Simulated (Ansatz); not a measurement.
Basis-set extrapolation for C3H7FS, SMILES `CCC(F)S` (PBE0-D4/def2-TZVP geometry, frozen core, Ansatz 0.2.0). Multiplicity 1, RHF reference.

```csv
,def2-TZVPP,def2-QZVPP
HF,-614.746418,-614.767588
MP2 correlation,-0.951213,-1.024613
CCSD(T) correlation,-1.038782,not run
```

Energies in hartree. Use E(X) = E(∞) + A·exp(−7.88·√X) for Hartree–Fock and E(X) = E(∞) + B·X^(−2.97) for correlation, with X = 3 and 4, and add CCSD(T) minus MP2 of the smaller set to the MP2 limit.

**Question.** What is the CCSD(T) energy at the basis-set limit?

**Answer.** HF limit: -614.767588 + (-0.021170) × 0.13774 = -614.77050. MP2 limit: -1.024613 + (-0.073400) × 0.74074 = -1.07898. Higher-order term: -1.038782 − (-0.951213) = -0.08757. Total: -615.93705 hartree, 398.7 kJ/mol below CCSD(T)/def2-TZVPP.
